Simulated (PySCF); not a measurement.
# PN: energy against distance

Set-up: PySCF, no relativity, basis sets P 6-31G(d,p), N 6-31G(d,p). Energies in eV from P + N in their ground configurations at the same level. All curves are PBE0. state 1: ¹Σ⁺ (singlet), closed shell; state 2: triplet, unpaired electrons π ↑↑, a mixture of terms (⟨Lz²⟩ = 2.0), a second solution, started from another occupation; state 3: ⁵Σ⁺ (quintet), unpaired electrons π ↑↑↑↑, a second solution, started from another occupation.

```csv
R (Å),state 1,state 2,state 3
1.284,-3.406,2.269,8.232
1.344,-4.653,0.432,5.669
1.403,-5.347,-0.826,3.735
1.448,-5.594,-1.478,2.607
1.493,-5.661,-1.933,1.702
1.538,-5.588,-2.231,0.981
1.597,-5.324,-2.437,0.251
1.672,-4.808,-2.466,-0.375
1.762,-4.023,-2.287,-0.817
1.881,-3.277,-1.898,-1.054
```

Task: Put a parabola through the three lowest points of the state 1 curve and estimate Re, k and ωe (reduced mass 9.643 u; 1 eV/Å² = 0.16022 mdyn/Å; ωe = 1302.8·√(k/μ) cm⁻¹).

Result: Through R = 1.448, 1.493, 1.538 Å the second-order coefficient is 34.6 eV/Å², so Re ≈ 1.492 Å, k ≈ 11.1 mdyn/Å and ωe ≈ 1396 cm⁻¹. A polynomial fit of higher order to the unrounded PBE0 energies gives Re = 1.490 Å, k = 11.4 mdyn/Å, ωe = 1415 cm⁻¹; anharmonicity and rounding make the difference.

The higher-order fit for each curve: state 1: Re = 1.490 Å, ωe = 1415 cm⁻¹, De = 5.66 eV; state 2: Re = 1.644 Å, ωe = 1004 cm⁻¹, minimum 2.48 eV below the ground-state fragments; state 3: Re = 1.928 Å, ωe = 632 cm⁻¹, minimum 1.07 eV below the ground-state fragments.

⟨S²⟩ of the unrestricted solution departs from its pure value on part of the curve, where spin states mix.
